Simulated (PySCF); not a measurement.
Molecule: `InChI=1S/C4H6N2/c1-4-2-3-5-6-4/h2-3H,1H3,(H,5,6)`.

Mapped SMILES: `[CH3:1][c:2]1[cH:3][cH:4][nH:5][n:6]1`. Each H is labelled by its parent atom.

Geometry PBE0-D3(BJ)/def2-SVP throughout; GIAO in PySCF, gas phase, one conformer, non-relativistic; equivalent atoms averaged; functional PBE0.

**Question.** How do the absolute shieldings σ depend on the basis set? (a selection of nuclei; ppm; last column core-seconds on shared hosts with different chips, so compare them loosely)

**Answer.** 
```tsv
basis set	functions	C2	C4	C3	C1	N6	N5	H(N5)	H(C4)	H(C3)	core-s
STO-3G	36	116.8	124.8	135.6	214.9	50.4	177.0	24.20	26.31	26.98	2.5
6-31G	66	57.0	77.6	93.9	183.8	-41.3	76.0	24.25	25.51	26.43	5
pcSseg-0	66	36.5	55.5	75.0	174.9	-87.3	51.4	24.83	25.87	26.76	4.3
6-31G*	96	55.3	76.0	92.3	179.3	-26.7	75.4	23.54	25.04	26.10	6.8
def2-SVP	114	49.4	72.0	88.8	179.6	-40.1	69.7	22.83	24.50	25.43	7.9
cc-pVDZ	114	51.5	73.5	91.4	181.7	-37.9	70.2	22.66	24.23	25.30	8.1
pcSseg-1	132	33.3	55.0	74.3	169.2	-70.1	47.1	22.36	24.04	25.14	8.8
aug-cc-pVDZ	192	48.5	72.6	91.3	180.7	-37.1	68.5	22.07	23.98	25.12	18
6-311+G(2d,p)	198	35.2	59.4	78.2	172.3	-60.3	50.3	22.38	24.14	25.26	19
def2-TZVP	222	33.9	58.3	77.2	171.9	-64.2	49.9	22.38	24.12	25.27	23
cc-pVTZ	264	36.1	59.9	78.2	172.7	-62.2	51.8	22.10	23.97	25.09	26
IGLO-III	270	27.4	52.3	71.5	168.7	-71.6	43.4	22.13	24.05	25.16	28
pcSseg-2	300	26.5	51.3	70.8	168.6	-74.5	42.5	21.90	23.89	24.98	35
```

**Question.** Which nucleus among those listed moves most, in ppm?

**Answer.** N6 (pyridine-type nitrogen of an azole): from -87.3 ppm with pcSseg-0 to 50.4 ppm with STO-3G. The smallest spread is 2.00 ppm, at H(C3). Proton shifts span only some 12 ppm, so a few tenths of a ppm matter as much there as several ppm in carbon.

**Question.** Taking the largest basis, pcSseg-2 (300 functions), as the yardstick, rank the others by their worst heavy-atom deviation.

**Answer.** IGLO-III 2.9 ppm (270 functions), pcSseg-1 6.9 ppm (132 functions), def2-TZVP 10.2 ppm (222 functions), cc-pVTZ 12.2 ppm (264 functions), pcSseg-0 12.8 ppm (66 functions), 6-311+G(2d,p) 14.2 ppm (198 functions), 6-31G 33.5 ppm (66 functions), def2-SVP 34.4 ppm (114 functions), cc-pVDZ 36.6 ppm (114 functions), aug-cc-pVDZ 37.4 ppm (192 functions), 6-31G* 47.8 ppm (96 functions), STO-3G 134.5 ppm (36 functions).

A small basis that lands close on one nucleus may do so by chance; judge by the trend and by all nuclei.
